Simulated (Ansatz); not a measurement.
The same path of AlH₅OS (8 atoms, charge 0, multiplicity 1) was run twice with different band settings. Lost on the way: S6–H8. Made: O2–H8.

Level of theory: Ansatz, RKS B3LYP/def2-SVP.

Relaxed end points:

```xyz
8
Properties=species:S:1:pos:R:3
Al -0.026 0.027 0.245
O -0.231 -0.607 1.846
H -1.049 -1.026 2.129
H 1.472 0.071 -0.274
H -1.280 0.045 -0.733
S -0.044 2.599 1.098
H 1.300 2.674 1.238
H -0.211 2.090 2.342
```

```xyz
8
Properties=species:S:1:pos:R:3
Al 0.085 0.512 0.137
O -0.275 -0.138 2.026
H -1.069 -0.670 2.195
H 1.520 -0.056 -0.215
H -1.244 0.021 -0.583
S -0.013 2.671 0.823
H 1.318 2.807 1.031
H -0.391 0.726 2.476
```

Common settings: movable images 5; spring 5.0 eV/Å²; start path through a guess of the saddle point; force threshold 0.05 eV/Å; iteration limit 60; end points relaxed.

| run | climbing image | optimiser |
| --- | --- | --- |
| 1 | yes | quadratic models (default) |
| 2 | from the first iteration | fire |

(1) What does each run give, and how far can it be trusted?

Results:

(1) Run 1: converged after 12 iterations, highest image 0.195 eV above the first end. A vibrational analysis at the climbing image gives one clearly imaginary mode, 849i cm⁻¹: a first-order saddle point.
Run 2: converged after 56 iterations, highest image 0.197 eV above the first end. Another band between the same ends (5 images) ends at a top of the same energy, where a vibrational analysis finds 1 clearly imaginary mode.
The orbitals stay closed-shell, which can raise the energy where a bond breaks towards radicals; this wasn't checked here.
